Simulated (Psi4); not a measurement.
**The standard entropy of C2H6O (SMILES COC) from a frequency calculation**

A singlet with charge 0, relaxed at PBE0-D4/def2-TZVP (density fitting) (Psi4 1.11):

```xyz
9

C    -0.3885    0.8701   -0.6404
O     0.5988   -0.1198   -0.5950
C     0.5207   -0.8887    0.5708
H    -1.3984    0.4354   -0.6191
H    -0.2618    1.4221   -1.5719
H    -0.2984    1.5701    0.2029
H    -0.4460   -1.4069    0.6496
H     1.3170   -1.6322    0.5315
H     0.6539   -0.2722    1.4716
```

Harmonic wavenumbers in cm⁻¹: 214, 247, 413, 978, 1134, 1163, 1194, 1228, 1271, 1454, 1476, 1484, 1484, 1491, 1511, 2977, 2989, 3028, 3034, 3135, 3136.

Masses in u: C 12.011, O 15.999, H 1.008. Take T = 298.15 K, p = 1 bar, R = 8.3145 J/(mol K), kT/hc = 207.22 cm⁻¹, rigid rotor and harmonic oscillator.

Problem. Compute the standard molar entropy.

Solution. 
1. Translation (Sackur–Tetrode): S = R[3/2 ln M + 5/2 ln T − 1.1517] with M = 46.069 gives 156.6 J/(mol K).
2. Rotation: principal moments 12.787, 49.696, 56.086 u Å² give A, B, C = 1.3183, 0.3392, 0.3006 cm⁻¹; the symmetry number is σ = 2; q = (√π/σ)√((kT/hc)³/ABC) = 7210; S = R(ln q + 3/2) = 86.3.
3. Vibration: with u = ν̃/207.22, each mode gives R[u/(eᵘ − 1) − ln(1 − e⁻ᵘ)]; the sum is 21.2, most from 214 cm⁻¹ (8.4), 247 cm⁻¹ (7.3), 413 cm⁻¹ (3.8).
4. Spin: R ln 1 = 0.0.
5. Sum: 156.6 + 86.3 + 21.2 + 0.0 = 264.1 J/(mol K).

No measured value is set beside it here. Where a soft mode is a torsion, a harmonic oscillator describes it poorly.
